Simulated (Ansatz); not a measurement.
Two structures, one formula

Two relaxed structures of CH3AlN (charge +1), closed shell (PBE0-D4/def2-TZVP; forces vanish, vibrations not checked).

A:

```xyz
6
angstrom
C -0.7668 -0.9910 -0.6540
N 0.1114 -0.0851 -0.5025
Al 0.5483 0.8607 1.3383
H -0.9661 -1.4571 -1.6177
H 0.6074 0.1620 -1.3600
H -1.3517 -1.3258 0.2025
```

B:

```csv
atom,x (Å),y (Å),z (Å)
C1,-0.6312,-0.6077,-0.2330
N2,0.3882,0.0576,-0.6843
Al3,0.1246,0.5142,1.0780
H4,-1.2211,-1.3147,-0.8147
H5,0.7527,-0.0066,-1.6364
H6,0.5868,1.3572,2.2904
```

Ansatz 0.2.0; basis: def2-TZVPP; cores frozen in the correlated methods. B3LYP uses VWN-RPA correlation.

(1) Which structure is lower at CCSD(T), and by how much? (Judge from chemistry; the value comes from the calculation.)

The T1 diagnostic stays at or below 0.015.

Answers

(1) By the calculation: A, by 26.64 kcal/mol (electronic energy, against the other). By their contacts, A is CH₃AlN ([CH2][NH][Al]), total charge +1 and B is CH₃AlN ([CH]1[NH][AlH]1), total charge +1.

All methods give the same order:

```tsv
method	E(B) − E(A) (kcal/mol)
PBE-D4	26.42
r2SCAN-D4	20.08
PBE0-D4	25.19
B3LYP-D4	28.89
wB97M-V	27.73
HF	27.04
MP2	23.74
CCSD	27.26
CCSD(T)	26.64
```

Labels in which every atom is bracketed show which atoms are joined, not bond orders.

For scale, one of the runs: CCSD(T)/def2-TZVPP, 146 basis functions, launched by `ansatz run in.yaml --threads 2 --pin off --events-out ev --progress --plain --max-ram 4352MiB`. Hardware: 2 CPU threads of an Arm Neoverse V2, shared host. Wall time 6 s; peak host memory 0.84 GiB.
